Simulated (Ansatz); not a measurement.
# CH₅Al+ (doublet): the correlation ladder, cc-pVDZ

Aim: climb from Hartree-Fock through coupled cluster and multireference methods for CH₅Al+ (doublet) at one geometry and basis, and see what each rung misses.

Program: Ansatz 0.2.0, Gaussian basis. Level of theory: cc-pVDZ, core rule «outside noble gas», up to 6 orbitals frozen. These are calculated values, not measurements.

The runs, in order: UHF; CCSD(T) on ROHF; CCSD(T) on UHF; BCCD(T) on ROHF; CISD; CCSDT(Q) on ROHF; CCSDT(Q) on UHF; CASSCF and MRCISD+Q, 9 electrons in 9 orbitals; CASSCF and NEVPT2, 9 electrons in 9 orbitals.

18 further runs of the same task are left out: 9 that didn't finish, 9 set aside as unsound or not needed.

## Step 1: The geometry

The geometry is a PBE0/def2-TZVP stationary point (not a proven minimum) of the parent state, kept for this charge and spin.

7 atoms, charge 1, spin multiplicity 2.

Atoms are counted from 1 here; the program's logs count them from 0.

Bond lengths: Al1–C2 1.951 Å, Al1–H3 1.591 Å, Al1–H4 1.590 Å, C2–H5 1.092 Å, C2–H6 1.096 Å, C2–H7 1.096 Å. Angles: C2–Al1–H3 119.7°, C2–Al1–H4 121.5°, H3–Al1–H4 118.7°, Al1–C2–H5 113.4°, Al1–C2–H6 110.6°, Al1–C2–H7 110.6°, H5–C2–H6 108.0°, H5–C2–H7 108.0°, H6–C2–H7 106.0°.

## Step 2: UHF

The input, in.yaml:

```yaml
crystal:
  periodic: [false, false, false]
  atoms:
    - {symbol: Al, position_ang: [0.000000, 0.000172, 0.656596]}
    - {symbol: C, position_ang: [0.000000, -0.006631, -1.294219]}
    - {symbol: H, position_ang: [0.000000, 1.384070, 1.440936]}
    - {symbol: H, position_ang: [0.000000, -1.352649, 1.492793]}
    - {symbol: H, position_ang: [0.000000, -1.010538, -1.723820]}
    - {symbol: H, position_ang: [-0.874941, 0.526768, -1.682149]}
    - {symbol: H, position_ang: [0.874941, 0.526768, -1.682149]}
basis:
  gaussian: {orbitals: cc-pVDZ}
total_charge: 1
magnetization: {spin_polarized: true, initial_magnetization: 1}
hamiltonian: {xc: hf}
output: {orbitals: {seedname: orbitals}}
```

The run is started by

```bash
> ansatz run in.yaml --threads 1 --pin off --events-out ev --progress --plain --max-ram 2393MiB
```

The runs that follow: CCSD(T) on ROHF; CCSD(T) on UHF; BCCD(T) on ROHF; CISD; CCSDT(Q) on ROHF; CCSDT(Q) on UHF; CASSCF and MRCISD+Q, 9 electrons in 9 orbitals; CASSCF and NEVPT2, 9 electrons in 9 orbitals.

Before running them: what should the planned runs give, taken together? Wanted: UCCSDT(Q) below the RHF energy; RMP2 from UCCSDT(Q); UMP2 from UCCSDT(Q); RCCSD from UCCSDT(Q); RCCSD(T) from UCCSDT(Q); UCCSD(T) from UCCSDT(Q); RCCSDT(Q) from UCCSDT(Q); MRCISD+Q frontier from UCCSDT(Q); T1 diagnostic.

The runs gave:

| quantity | value |
| --- | --- |
| UCCSDT(Q) below the RHF energy | -6.5378 eV |
| RMP2 from UCCSDT(Q) | +30.43 kcal/mol |
| UMP2 from UCCSDT(Q) | +30.05 kcal/mol |
| RCCSD from UCCSDT(Q) | +4.14 kcal/mol |
| RCCSD(T) from UCCSDT(Q) | +0.84 kcal/mol |
| UCCSD(T) from UCCSDT(Q) | +0.84 kcal/mol |
| RCCSDT(Q) from UCCSDT(Q) | +0.02 kcal/mol |
| MRCISD+Q frontier from UCCSDT(Q) | +1.03 kcal/mol |
| levels within 1 kcal/mol (43 meV) | RCCSD(T), UCCSD(T), BCCD(T), RCCSDT, UCCSDT, RCCSDT(Q) |
| T1 diagnostic | 0.034 |

What this shows: RCCSD(T) lands +0.84 kcal/mol from the yardstick (0.6 % of the correlation energy). These misses are within one basis, not against nature; the frozen cores of restricted and unrestricted runs differ, which can shift their rows.
